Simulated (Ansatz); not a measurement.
```yaml
crystal:
  periodic: [false, false, false]
  atoms:
    - {symbol: Al, position_ang: [-1.604870, -0.871401, -0.007668]}
    - {symbol: Ge, position_ang: [-0.261357, 1.192044, 0.009890]}
    - {symbol: Ge, position_ang: [0.857473, -0.868369, -0.007042]}
basis:
  gaussian: {orbitals: def2-TZVP}
magnetization: {spin_polarized: true, initial_magnetization: 1}
hamiltonian: {xc: pbe0}
relax: {f_tol: 0.004, max_steps: 80}
```

```sh
$ ansatz run in.yaml --threads 1 --pin off --events-out ev --progress --plain --max-ram 2176MiB
```

Steps of the relaxation (energy above the last step; positions in Å, forces in eV/Å):

```
3
step 1, 65.1 meV
Al   -1.605   -0.871   -0.008   -0.637   -0.284   -0.003
Ge   -0.261    1.192    0.010    0.414   -0.138   -0.001
Ge    0.857   -0.868   -0.007    0.223    0.422    0.004
```

```
3
step 2, 29.5 meV
Al   -1.649   -0.890   -0.008   -0.175   -0.027    0.000
Ge   -0.234    1.182    0.010    0.006    0.043    0.000
Ge    0.874   -0.840   -0.007    0.169   -0.016    0.000
```

```
3
step 3, 25.2 meV
Al   -1.667   -0.890   -0.008   -0.044    0.078    0.001
Ge   -0.232    1.179    0.010   -0.066   -0.061   -0.001
Ge    0.891   -0.837   -0.007    0.110   -0.017    0.000
```

```
3
step 4, 15.8 meV
Al   -1.712   -0.871   -0.008    0.152    0.223    0.002
Ge   -0.243    1.153    0.010   -0.152   -0.238   -0.002
Ge    0.946   -0.830   -0.007    0.000    0.015    0.000
```

```
3
step 9, 0.0 meV
Al   -1.733   -0.820   -0.007   -0.001    0.001    0.000
Ge   -0.279    1.098    0.009    0.001   -0.003    0.000
Ge    1.003   -0.826   -0.007    0.000    0.002    0.000
```

Close pairs at the end: Ge2–Ge3 2.312 Å, Al1–Ge2 2.407 Å, Al1–Ge3 2.735 Å.

A stationary point of unrestricted PBE0 after 9 steps, with ⟨S²⟩ = 0.843 against 0.75 for a pure state; no frequencies were run, so it isn't proven a minimum. 2.2 min on 1 thread of Intel Xeon 6975P-C, shared host.
